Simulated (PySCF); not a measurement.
SiH2, SMILES [SiH2] (connectivity only; charge and spin as stated), neutral, multiplicity 1.

Coordinates come from a PBE-D3(BJ)/def2-TZVPD optimisation. The isomer is the one that the SMILES or the coordinates give; other isomers of the formula were not compared.

Level of theory: TDDFT-B3LYP/def2-TZVPD in PySCF.

Vertical excitations. Isolated molecule, no solvent. State labels are in the subgroup C2v.

```json
[
 {"state": "S1", "symmetry": "B1", "energy (eV)": "2.39", "λ (nm)": "518", "f": "0.013", "main pairs": "HOMO→LUMO 101 %"},
 {"state": "S2", "symmetry": "A2", "energy (eV)": "4.25", "λ (nm)": "292", "f": "0.000", "main pairs": "HOMO−1→LUMO 100 %"},
 {"state": "S3", "symmetry": "A1", "energy (eV)": "6.11", "λ (nm)": "203", "f": "0.189", "main pairs": "HOMO→LUMO+1 99 %"},
 {"state": "S4", "symmetry": "B2", "energy (eV)": "6.70", "λ (nm)": "185", "f": "0.220", "main pairs": "HOMO→LUMO+2 94 %"},
 {"state": "S5", "symmetry": "A1", "energy (eV)": "7.30", "λ (nm)": "170", "f": "0.000", "main pairs": "HOMO→LUMO+3 95 %"},
 {"state": "S6", "symmetry": "A2", "energy (eV)": "7.74", "λ (nm)": "160", "f": "0.000", "main pairs": "HOMO→LUMO+5 100 %"},
 {"state": "S7", "symmetry": "A1", "energy (eV)": "7.93", "λ (nm)": "156", "f": "0.104", "main pairs": "HOMO→LUMO+4 79 %, HOMO−1→LUMO+2 18 %"},
 {"state": "S8", "symmetry": "B1", "energy (eV)": "7.93", "λ (nm)": "156", "f": "0.140", "main pairs": "HOMO→LUMO+6 95 %"},
 {"state": "S9", "symmetry": "B2", "energy (eV)": "8.29", "λ (nm)": "150", "f": "0.253", "main pairs": "HOMO−1→LUMO+1 89 %"},
 {"state": "S10", "symmetry": "B2", "energy (eV)": "8.41", "λ (nm)": "148", "f": "0.003", "main pairs": "HOMO→LUMO+7 90 %"},
 {"state": "T1", "symmetry": "B1", "energy (eV)": "1.21", "λ (nm)": "1025", "f": "0", "main pairs": "HOMO→LUMO 99 %"},
 {"state": "T2", "symmetry": "A2", "energy (eV)": "3.70", "λ (nm)": "335", "f": "0", "main pairs": "HOMO−1→LUMO 99 %"},
 {"state": "T3", "symmetry": "B2", "energy (eV)": "5.03", "λ (nm)": "247", "f": "0", "main pairs": "HOMO→LUMO+2 97 %"},
 {"state": "T4", "symmetry": "A1", "energy (eV)": "5.80", "λ (nm)": "214", "f": "0", "main pairs": "HOMO→LUMO+1 94 %"}
]
```
Triplets are in the Tamm–Dancoff approximation, which puts them higher than full response would, so one can lie above its singlet here.
